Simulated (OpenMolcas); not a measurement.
# SVWN/def2-TZVP (RICD fitting) run of C4H6 (1,2-butadiene)

Aim: the vertical ionisation energy of C4H6 (1,2-butadiene) at SVWN/def2-TZVP (RICD fitting), from 2 runs. 

The results are computed with OpenMolcas 26.06.

### Step 1. The structure to begin with

C4H6: 10 atoms, total charge 0, spin state singlet. SMILES: `C=C=CC`. The shape is that of a PBE0-D4/def2-TZVP optimisation.

Bond lengths: C1–C2 1.301 Å, C2–C3 1.301 Å, C3–C4 1.498 Å, C1–H5 1.086 Å, C1–H6 1.086 Å, C3–H7 1.089 Å, C4–H8 1.094 Å, C4–H9 1.090 Å, C4–H10 1.094 Å. Some angles: C1–C2–C3 179.8°, C2–C3–C4 124.8°, C2–C1–H5 121.3°, C2–C1–H6 121.3°, C2–C3–H7 117.8°, C4–C3–H7 117.3°, C3–C4–H8 110.7°, C3–C4–H9 111.2°, C3–C4–H10 110.7°, H5–C1–H6 117.4°.

### Step 2. A single-point energy at SVWN/def2-TZVP (RICD fitting)

job.input reads:

```
* C4H6 Kohn-Sham DFT
&gateway
baslib=$CurrDir
coord
10
bohr
C     -1.94295971     3.09952879    -1.52629400
C     -0.40634781     1.23962254    -1.05630021
C      1.12557757    -0.62330726    -0.57755700
C      0.97147041    -2.29917308     1.69761657
H     -3.66334748     2.81399117    -2.60683939
H     -1.55333598     4.99945944    -0.85753882
H      2.63374909    -0.99764311    -1.92604666
H      0.71945653    -4.27306761     1.13731277
H     -0.60091401    -1.76158380     2.91452460
H      2.71670807    -2.19778928     2.80114103
basis=def2-TZVP
group=NoSym
ricd
&seward
gridinput
Grid=SG1Grid
End of Grid
&scf
ksdft=SVWN
prorbitals=0
```

The basis set def2-TZVP is read from a file made from the Basis Set Exchange's data (not shown).

The run is started by

```bash
$ export MOLCAS_MEM=1860
$ pymolcas job.input > job.log
```

The program printed:

```text
--- Start Module: gateway ---
[...]
--- Stop Module: gateway /rc=_RC_ALL_IS_WELL_ ---
--- Start Module: seward ---
[...]
      Basis functions          160
--- Stop Module: seward /rc=_RC_ALL_IS_WELL_ ---
[...]
--- Start Module: scf ---
[...]
       Convergence after  13 Iterations
[...]
::    Total KS-DFT energy                            -155.1330464666
[...]
      Total spin, S                                     0.0000000000
[...]
      Total electronic charge=   30.000000
      Total            charge=   -0.000000
[...]
      Dipole Moment (debye):
      Origin of the operator (angstrom)=   -0.0271    0.1525   -0.1574
                   X=  1.6425E-01               Y= -3.6246E-01               Z=  2.5427E-01           Total=  4.7224E-01
      Quadrupole Moment (debye*angstrom):
[...]
--- Stop Module: scf /rc=_RC_ALL_IS_WELL_ ---
[...]
```

Wall time 8.4 s (1 thread of Arm Neoverse V2, shared host); peak memory 0.19 GiB.

### Step 3. The doublet cation, same level

job.input reads:

```
&gateway
  baslib
  $CurrDir
  coord
  10
  bohr
  C     -1.94295971     3.09952879    -1.52629400
  C     -0.40634781     1.23962254    -1.05630021
  C      1.12557757    -0.62330726    -0.57755700
  C      0.97147041    -2.29917308     1.69761657
  H     -3.66334748     2.81399117    -2.60683939
  H     -1.55333598     4.99945944    -0.85753882
  H      2.63374909    -0.99764311    -1.92604666
  H      0.71945653    -4.27306761     1.13731277
  H     -0.60091401    -1.76158380     2.91452460
  H      2.71670807    -2.19778928     2.80114103
  basis
  def2-TZVP
  group
  NoSym
  ricd

&seward
  gridinput
  Grid=SG1Grid
  End of Grid

&scf
  uhf
  charge
  1
  spin
  2
  ksdft
  SVWN
  prorbitals
  0
```

The basis set def2-TZVP is read from a file made from the Basis Set Exchange's data (not shown).

The run is started by

```bash
$ export MOLCAS_MEM=1860
$ pymolcas job.input > job.log
```

The program printed:

```text
--- Start Module: gateway ---
[...]
--- Stop Module: gateway /rc=_RC_ALL_IS_WELL_ ---
--- Start Module: seward ---
[...]
      Basis functions          160
--- Stop Module: seward /rc=_RC_ALL_IS_WELL_ ---
[...]
--- Start Module: scf ---
[...]
       Convergence after  25 Iterations
[...]
::    Total KS-DFT energy                            -154.7658661037
[...]
      Total spin, S                                     0.5006561499
[...]
      Total electronic charge=   29.000000
      Total            charge=    1.000000
[...]
      Dipole Moment (debye):
      Origin of the operator (angstrom)=   -0.0271    0.1525   -0.1574
                   X=  1.3160E-01               Y= -1.0525E-01               Z= -2.4509E-02           Total=  1.7028E-01
      Center of Charge (angstrom)
[...]
--- Stop Module: scf /rc=_RC_ALL_IS_WELL_ ---
[...]
```

Run time: 16 s. Hardware: 1 thread of Arm Neoverse V2, shared host; peak memory 0.2 GiB.

### Step 4. Summary of results

At SVWN/def2-TZVP (RICD fitting):

| quantity | value |
| --- | --- |
| singlet C4H6: total energy | -155.13305 Eh |
| singlet C4H6: dipole moment | 0.47 D |
| singlet C4H6: HOMO energy | -6.66 eV |
| singlet C4H6: LUMO energy | -1.30 eV |
| singlet C4H6: HOMO–LUMO gap | 5.36 eV |
| doublet cation: total energy | -154.76587 Eh |
| doublet cation: HOMO energy (highest over α and β) | -13.49 eV |
| doublet cation: LUMO energy (lowest over α and β) | -13.31 eV |
| doublet cation: ⟨S²⟩ | 0.751 |
| vertical ionisation energy (to the doublet cation) | 9.991 eV |

The vertical ionisation energy comes to 9.99 eV (230 kcal/mol). −ε(HOMO) before ionisation, 6.66 eV, is 3.33 eV below this ionisation energy.
